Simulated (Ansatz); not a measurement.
Candidates: hcp Ru, hcp Os, white tin (β-Sn), hcp Ti, hcp Mg. Level: r²SCAN0 (Ansatz, a program for electronic structure, PAW).

Ansatz's runs of these crystals have no spin polarisation. Meta-GGAs and exact exchange favour moments, which can bear on hcp Ti.

Spin–orbit coupling is left out, also for the solids with elements from indium on (hcp Os, white tin (β-Sn)); its size isn't shown.

Ansatz's density-functional and Hartree–Fock values are scalar-relativistic unless marked +SOC, with PAW data made under PBE.

Which of them have a computed c axis length between 3.7 and 4.5 Å?

hcp Ru, hcp Os. The values: hcp Ru 4.223 Å; hcp Os 4.287 Å; white tin (β-Sn) 3.145 Å; hcp Ti 4.645 Å; hcp Mg 5.134 Å.
